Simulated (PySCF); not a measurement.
dimethyl ether (C₂H₆O), SMILES COC. Heavy atoms are numbered as in [CH3:1][O:2][CH3:3]. Hydrogens are named by the atom that carries them.

The structure is a stationary point at B3LYP-D3(BJ)/def2-TZVP.

The numbers are results of PBE/pcSseg-1 (PySCF), not measurements.

GIAO shieldings, no solvent; atoms alike by connectivity are averaged. δ = σ(ref) − σ: ¹³C against TMS (σ = 182.0 ppm); ¹⁷O against H2O (σ = 334.3 ppm); ¹H against TMS (σ = 31.49 ppm), references at their B3LYP-D3(BJ)/def2-TZVP geometries, non-relativistic.

```
nucleus     atoms  count  δ (ppm)
-------  --------  -----  -------
¹³C      C1 (CH3)      2     64.9
¹⁷O            O2      1     17.2
¹H        H on C1      6     3.34
```
